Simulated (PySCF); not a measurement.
Two species compared at the same levels of theory.

First species: C₄H₅P.
SMILES: `C=CP1C=C1`

Second species: P2.
InChI=1S/P2/c1-2

Levels: B3LYP/def2-SVPD for dipole moment, HOMO energy, LUMO energy, HOMO–LUMO gap, static isotropic polarisability and electronic spatial extent ⟨r²⟩ about the centre of nuclear charge; TDDFT B3LYP/def2-SVPD for lowest singlet excitation; TDA B3LYP/def2-SVPD for lowest triplet excitation (Tamm–Dancoff); GFN2-xTB for smallest rotational constant. Geometries: GFN2-xTB. All species are isolated and taken at one optimised geometry, non-relativistic unless stated. Electronic properties by PySCF.

Dipoles, sizes and rotational constants follow the conformer. The torsions of the flexible species, by atom-mapped SMILES:
- `[CH2:1]=[CH:2][P:3]1[CH:4]=[CH:5]1`: C1–C2–P3–C4 -159°

Values for the first species:

```
Dipole moment                                                     : 1.34 D
HOMO energy                                                       : -6.64 eV
LUMO energy                                                       : -1.06 eV
HOMO–LUMO gap                                                     : 5.58 eV
Lowest singlet excitation                                         : 4.57 eV
Lowest triplet excitation (Tamm–Dancoff)                          : 3.81 eV
Static isotropic polarisability                                   : 71.7 au
Electronic spatial extent ⟨r²⟩ about the centre of nuclear charge : 531 bohr²
Smallest rotational constant                                      : 2.512 GHz
```

Problem. Estimate the same properties for the second species, and the change in each.

Solution. 
| property | first | second | second less first |
| --- | --- | --- | --- |
| dipole moment | 1.34 D | 0.00 D | -1.34 D |
| HOMO energy | -6.64 eV | -7.65 eV | -1.01 eV |
| LUMO energy | -1.06 eV | -2.69 eV | -1.63 eV |
| HOMO–LUMO gap | 5.58 eV | 4.96 eV | -0.62 eV |
| lowest singlet excitation | 4.57 eV | 3.42 eV | -1.15 eV |
| lowest triplet excitation (Tamm–Dancoff) | 3.81 eV | 2.49 eV | -1.32 eV |
| static isotropic polarisability | 71.7 au | 46.6 au | -25.1 au |
| electronic spatial extent ⟨r²⟩ about the centre of nuclear charge | 531 bohr² | 156 bohr² | -375 bohr² |
| smallest rotational constant | 2.512 GHz | 8.842 GHz | +6.330 GHz |

On the first: No computed singlet falls in the visible range (750 to 380 nm, 1.65 to 3.26 eV); S1 lies 1.31 eV above its blue end. A dipole of 1.34 D is allowed in Cs, and pure rotational transitions are dipole-allowed.

On the second: S1 lies 1.54 eV below the HOMO–LUMO gap. Point group D∞h forbids a permanent dipole, so the rigid molecule has no electric-dipole pure rotational spectrum.
